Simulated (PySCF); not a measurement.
# F2H2Si: the cost of one run

Computed with PySCF 2.14.0, with density-fitted response routines of our own, on a single molecule in the gas phase. Atoms are numbered from 0 throughout.

## 1. Starting geometry

5 atoms, charge 0, multiplicity 1; geometry from: PBE0-D3(BJ)/def2-SVP.

Bonds of the start (Å): F0–Si1 1.61, Si1–F2 1.61, Si1–H3 1.48, Si1–H4 1.48.

## 2. Spin-spin couplings: B3LYP/aug-cc-pVTZ-J

What the job is given:

```
{"job": {"kind": "j", "xc": "B3LYP", "basis": "aug-cc-pVTZ-J"}, "charge": 0, "multiplicity": 1}
F     -1.283127    -1.053623    -0.140963
Si    -0.018013    -0.059867    -0.044639
F      1.315712    -0.953497    -0.181191
H     -0.019196     0.578263     1.290811
H     -0.073666     0.884917    -1.183038
```

Method: B3LYP/aug-cc-pVTZ-J indirect spin-spin coupling, non-relativistic, gas phase.

Launch:

```
$ OMP_NUM_THREADS=1 python probes_run.py task.json out
```

This one command runs all jobs of the session in turn.

**Question.** How long does this first job take on 1 thread of Arm Neoverse V1, shared host, and how much memory does it need?

About 12 s, with a peak of 0.71 GiB.
